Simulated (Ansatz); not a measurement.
The input, for Ansatz 0.2.0:

```yaml
crystal:
  periodic: [false, false, false]
  atoms:
    - {symbol: P, position_ang: [0.000000, -0.264888, 3.026507]}
    - {symbol: S, position_ang: [0.000000, -0.511600, -1.276426]}
    - {symbol: H, position_ang: [0.000000, 0.776488, -1.750081]}
basis:
  gaussian: {orbitals: cc-pVDZ}
correlation: {method: sc_nevpt2, electrons: valence, active_space: {window: {electrons: 2, orbitals: 4}}}
scf: {lower_state_search: light}
output: {forces: true}
```

```sh
$ ansatz run in.yaml --threads 1 --pin off --events-out ev --progress --plain --max-ram 2393MiB
```

Roughly how long does this take on 1 thread of Intel Xeon 6975P-C, shared host, and how much host memory?

10 s wall and 0.11 GiB.

```
433 factors; integrals over basis functions are off by at most 7.8e-4 eV
mean field evaluation 1: about -20093.9324 eV, gradient 2.3e1 eV
mean field evaluation 2: about -20093.9334 eV, gradient 2.3e1 eV
mean field evaluation 4: about -20095.6465 eV, gradient 1.3e1 eV
mean field evaluation 8: about -20097.7291 eV, gradient 3.8e0 eV
mean field evaluation 16: about -20097.7811 eV, gradient 5.9e-4 eV
mean field evaluation 32: about -20092.4513 eV, gradient 2.3e-4 eV
mean field evaluation 64: about -20097.7672 eV, gradient 8.0e-4 eV
mean field evaluation 96: about -20092.4800 eV, gradient 4.4e-1 eV
mean field evaluation 128: about -20097.7811 eV, gradient 2.3e-2 eV
mean field evaluation 160: about -20096.8883 eV, gradient 1.0e0 eV
mean field evaluation 192: about -20097.7718 eV, gradient 2.1e-1 eV
mean field evaluation 224: about -20092.4480 eV, gradient 1.5e-1 eV
mean field -20097.78107702 eV, -738.5798318154 hartree, gradient 2.7e-6 eV, S^2 0.000000; 16 other end points of the search recorded, 0 dependent functions left out; unrestricted orbitals would lower it
reference -20097.78107702 eV, -738.5798318154 hartree; 16, 16 occupied and 25, 25 virtual orbitals, 433 factors
state -20101.09433476 eV, -738.7015917915 hartree
state -20101.09433476 eV, -738.7015917915 hartree; corrected -20106.28512373 eV, -738.8923497676 hartree
state -20101.07224034 eV, -738.7007798365 hartree
state -20101.07224034 eV, -738.7007798365 hartree; corrected -20106.25703584 eV, -738.8913175565 hartree
state -20101.09433476 eV, -738.7015917915 hartree; corrected -20106.28512373 eV, -738.8923497676 hartree
the orbitals are reached from a further start. From the first start the search ends at -20101.07224024 eV, -738.7007798327 hartree
WARN: 2 active orbitals are nearly empty or full. The corrections depend on them more than the energy does, and are more stable in an active space without them
the calculation of the forces begins
Total energy: -20106.28512373 eV, -738.8923497676 hartree
Atom 0 at     0.000000    -0.264888     3.026507 Å, force     0.000000    -0.001279    -0.091651 eV/Å
Atom 1 at     0.000000    -0.511600    -1.276426 Å, force    -0.000000     0.518541    -0.111838 eV/Å
Atom 2 at     0.000000     0.776488    -1.750081 Å, force    -0.000000    -0.517262     0.203489 eV/Å
Dipole moment:     0.000000     0.194346    -0.138183 e Å
```

Forces (eV/Å):
```
P    0.000 -0.001 -0.092
S    0.000  0.519 -0.112
H    0.000 -0.517  0.203
```
